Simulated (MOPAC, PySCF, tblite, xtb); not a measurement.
Dissociation curve of F2, singlet.

- UCCSD = CCSD on UHF/cc-pVTZ, 2 core orbitals frozen (PySCF)
- AM1, restricted, heats of formation (MOPAC)
- GFN1-xTB (xtb)
- GFN2-xTB, 300 K electronic temperature (tblite)
- RKS-B3LYP/LANL2DZ = PySCF with restricted B3LYP/LANL2DZ

Energies are in eV, each relative to the lowest point of its own curve near equilibrium.

```
R / Å  UCCSD    AM1  GFN1-xTB  GFN2-xTB  RKS-B3LYP/LANL2DZ
-----  -----  -----  --------  --------  -----------------
1.04   5.281  3.654     4.463     3.075              7.282
1.10   3.102  2.909     2.578     1.767              4.623
1.18   1.331  1.854     1.079     0.755              2.327
1.25   0.492  1.009     0.388     0.294              1.122
1.30   0.169  0.529     0.131     0.117              0.583
1.32     ___  0.376     0.071     0.072              0.427
1.38   0.000    ___     0.000     0.005              0.118
1.40     ___  0.019     0.007     0.000              0.061
1.44   0.066  0.000     0.058     0.011              0.000
1.50   0.223  0.159     0.205     0.066              0.018
1.58   0.493  0.664     0.492     0.189              0.187
1.71   0.890  1.921     1.070     0.461              0.659
1.85   1.117  3.429     1.709     0.799                ___
2.07   1.199    ___     2.548     1.316              2.193
2.24   1.201  6.471     3.017     1.636              2.787
2.49   1.188  7.485     3.456     1.944              3.455
2.73   1.180  8.067     3.668       ___              3.906
3.01   1.178  8.483     3.755         —              4.259
3.40   1.181  8.835     3.776         —              4.547
3.71   1.184  9.027     3.778         —              4.677
4.09       —  9.211     3.778         —              4.770
4.76       —  9.457     3.779         —              4.851
5.57       —  9.674     3.779         —              4.900
```

**Question.** What belongs in the gaps?

**Answer.** 
- 1.32, UCCSD: 0.088
- 1.38, AM1: 0.068
- 1.40, UCCSD: 0.009
- 1.85, RKS-B3LYP/LANL2DZ: 1.270
- 2.07, AM1: 5.405
- 2.73, GFN2-xTB: 2.088

A dash means that the run gave no value there, or that the column was ended at a point which the program doubted or which failed a test of continuity chosen for this set; such a test can also cut sound points.

The unrestricted determinant behind UCCSD is spin-contaminated at 1.38 to 5.57 Å (<S²> up to 1.0, against 0.00 for a pure singlet). The restricted form behind AM1, RKS-B3LYP/LANL2DZ keeps the bonding electrons paired and can't separate into open-shell fragments.
